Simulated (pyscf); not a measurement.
Single points on ωB97X-D3(BJ)/def2-SVP structures (PySCF, gas phase).

Question: Estimate the classical barrier height and the reaction energy of HF + F–Mo(F)(F)(F)(F)–O–SiH₃ → F–Mo(F)(F)(F)(F)–F + HO–SiH₃ at ωB97M-D3(BJ)/def2-TZVP. The step runs on the singlet surface, breaks F–H, Mo–O and forms F–Mo, H–O; take the separated reactants as zero.

Answer: ΔE‡ = 76.7 kJ/mol, ΔE = +15.1 kJ/mol. Zero-point energy shifts the barrier by +3.9 kJ/mol. It is a four-centre exchange, with an imaginary mode of 588i cm⁻¹. On the product side the descent ends in an adduct with a Mo–O contact, 8.5 kJ/mol under the separated species and 66.0 kJ/mol under the saddle at ωB97X-D3(BJ)/def2-TZVP. What is counted as broken (Mo–O) persists as a longer contact in the product adduct; parting that adduct is a step of its own. One saddle was located; it need not be the lowest between these sides. Elements past Kr carry the def2 core potentials, without spin-orbit coupling.
